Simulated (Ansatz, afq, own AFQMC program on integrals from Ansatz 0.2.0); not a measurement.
**AlH$_{3}$, singlet in cc-pVDZ, levels against full CI**

```tsv
atom	x (Å)	y (Å)	z (Å)
Al	0.0000	0.0000	0.0000
H	2.7259	0.0259	-0.0001
H	-1.3854	2.3478	-0.0048
H	-1.3406	-2.3737	0.0049
```

Basis cc-pVDZ. Only valence electrons are correlated. AFQMC by an in-house program on the Cholesky factors that Ansatz 0.2.0 writes for its CCSD(T) run. ph-AFQMC/CISD is guided by a CISD state made of CCSD amplitudes; releasing the constraint for a short imaginary time cuts its bias at the price of noise, slowly where states lie close. Uncertainties: one standard error, sampling alone.

Determinant: UHF, the one that the program's search chose, which needn't be the lowest solution. The geometry is a point of a scan.

Full CI on the same integrals is exact in this basis and with this determinant's frozen core.

Cautions: strong correlation (T1 0.108, weight of the determinant 0.69, largest double 0.16); unrestricted determinant spin contaminated (⟨S²⟩ 1.56 against 0.00); CCSD(T) is in doubt: in a space of 6 electrons in 8 natural orbitals full CI lies 272 meV below it; the released energies are still falling, so no released level is given (meV from the phaseless value at times in 1/Eh: -12 ± 4 at 0.24, -23 ± 4 at 0.51, -36 ± 4 at 0.99, -49 ± 4 at 1.62, -60 ± 5 at 2.40).

The T1 diagnostic is 0.1078 and the weight of the determinant in the CISD state is 0.692. The ⟨S²⟩ of the determinant is 1.564 and the size of the correlated space is 6 electrons in 28 orbitals.

Reference: full CI, correlation energy -2.581 eV. The cautions show a poor starting determinant, so the rows tell how each method copes with it here, and full CI is the sure value.

```json
{"level": "HF", "E − E(reference) (kJ/mol)": "249.0", "share of correlation (%)": "0.00"}
{"level": "MP2", "E − E(reference) (kJ/mol)": "145.8", "share of correlation (%)": "41.43"}
{"level": "CCSD", "E − E(reference) (kJ/mol)": "43.5", "share of correlation (%)": "82.52"}
{"level": "CCSD(T)", "E − E(reference) (kJ/mol)": "32.0", "share of correlation (%)": "87.15"}
{"level": "CCSDT", "E − E(reference) (kJ/mol)": "8.5", "share of correlation (%)": "96.58"}
{"level": "CCSDT(Q)", "E − E(reference) (kJ/mol)": "2.6", "share of correlation (%)": "98.96"}
{"level": "CCSDTQ", "E − E(reference) (kJ/mol)": "0.0", "share of correlation (%)": "100.01"}
{"level": "ph-AFQMC/CISD", "E − E(reference) (kJ/mol)": "11.5 ± 0.4", "share of correlation (%)": "95.38"}
```

CCSDT and higher add their correlation energy to the determinant of the CCSD(T) run, since their own runs factorise the integrals more tightly (a shift of under 2 meV).
